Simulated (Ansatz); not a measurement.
A made-up structure of C2H5N, singlet:

```json
{"atom": "C1", "x (Å)": "-0.4712", "y (Å)": "0.5919", "z (Å)": "-0.3160"}
{"atom": "C2", "x (Å)": "0.6631", "y (Å)": "-0.1710", "z (Å)": "0.2843"}
{"atom": "N3", "x (Å)": "0.6978", "y (Å)": "-1.3950", "z (Å)": "0.5936"}
{"atom": "H4", "x (Å)": "-0.1684", "y (Å)": "1.0328", "z (Å)": "-1.2707"}
{"atom": "H5", "x (Å)": "1.0090", "y (Å)": "-1.7825", "z (Å)": "1.4843"}
{"atom": "H6", "x (Å)": "-0.7567", "y (Å)": "1.4228", "z (Å)": "0.3364"}
{"atom": "H7", "x (Å)": "1.5719", "y (Å)": "0.4097", "z (Å)": "0.4765"}
{"atom": "H8", "x (Å)": "-0.1942", "y (Å)": "-1.8457", "z (Å)": "0.3761"}
```

It is relaxed with PBE-D4/def2-SVP and then PBE0-D4/def2-TZVP (Ansatz 0.2.0). Atoms count as bonded within 1.22 times the sum of their covalent radii (H–H: 0.88 Å). The end point is not checked to be a true minimum.

Question: Does its bonding change? (A judgement: the text doesn't fix the answer.)

Answer: By the calculation: No: no bond forms or breaks.

Where it ends: The first stage lowers the energy by 3.30 eV in 13 steps. It ends as C₂H₅N (C=CN):
C1  (-0.198, 0.739, -0.277)
C2  (0.719, -0.131, 0.144)
N3  (0.485, -1.382, 0.680)
H4  (0.105, 1.663, -0.749)
H5  (1.182, -1.722, 1.321)
H6  (-1.261, 0.547, -0.179)
H7  (1.774, 0.098, 0.024)
H8  (-0.454, -1.551, 1.003)
(Å)

For scale, one of the runs: PBE0-D4/def2-TZVP relaxation, 123 basis functions, launched by `ansatz run in.yaml --threads 2 --pin off --events-out ev --progress --plain --max-ram 4352MiB`. Hardware: 2 CPU threads of an Arm Neoverse V2, shared host. Wall time about 9 s.
